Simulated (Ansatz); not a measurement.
# TiSb₂: experiment and calculation

**Measured values to compare with.**

“The de Hass-van Alphen quantum oscillations in a three-dimensional Dirac semimetal TiSb2”, 2020, arxiv:2001.07165 reports, for a bulk crystal of TiSb2 at 298 K: lattice constant a 6.649 Å; lattice constant c 5.7976 Å.

“Weyl Semimetallic Phase in High Pressure CrSb2 and Structural Compression Studies of its High Pressure Polymorphs”, 2024, arxiv:2407.17136 quotes, for a bulk crystal of TiSb2: bulk modulus 91 GPa.

The results are compared with them further down.

Computed with DFT r2SCAN, scalar-relativistic, plane waves, PAW in Ansatz.

Cutoff 500 eV; k points 8×8×8 on the computed 6-atom cell (Γ-centred); Gaussian smearing, width 0.10 eV; no spin polarisation.

Relaxed structure, symmetry kept:

```cif
data_structure
_symmetry_space_group_name_H-M 'I4/mcm'
_symmetry_Int_Tables_number 140
_cell_length_a 6.6936
_cell_length_b 6.6936
_cell_length_c 5.8066
_cell_angle_alpha 90.000
_cell_angle_beta 90.000
_cell_angle_gamma 90.000
_cell_volume 260.16
loop_
_atom_site_label
_atom_site_type_symbol
_atom_site_symmetry_multiplicity
_atom_site_Wyckoff_symbol
_atom_site_fract_x
_atom_site_fract_y
_atom_site_fract_z
_atom_site_occupancy
Ti1 Ti 4 a 0.00000 0.00000 0.25000 1
Sb1 Sb 8 h 0.15178 0.65178 0.00000 1
```

```
Space group                                                       : I4/mcm (No. 140)
Volume per atom                                                   : 21.68 Å³
Formation energy from the elements' standard states (uncorrected) : -0.423 eV/atom
Generalised Kohn–Sham band gap                                    : none (metal)
Density of states at the Fermi level                              : 0.88 states/eV per cell
Löwdin character within 0.5 eV of the Fermi level                 : Ti 3d 59 %, Sb 5p 33 %
Bulk modulus                                                      : 93 GPa
Its pressure derivative                                           : 4.4
Bader charges (e)                                                 : Ti (2 in the cell) 1.13, Sb (4 in the cell) -0.56
```

Spin-orbit coupling is left out, which matters for the bands of heavy elements.

Measured lattice constant a of TiSb2: 6.649 Å (298 K; the paper above). This calculation gives 6.694 Å (+0.7 %). Measured lattice constant c of TiSb2: 5.7976 Å (298 K; the paper above). This calculation gives 5.807 Å (+0.2 %). The calculation is for 0 K without zero-point motion. Against the measured bulk modulus of TiSb2, 91 GPa (quoted in the paper above), the calculated 93 GPa is off by +2.3 %.

Cost: 9 runs of about 52 core-minutes in all, on Intel Xeon Processor @ 2.50GHz (Skylake/Cascade Lake) (shared hosts).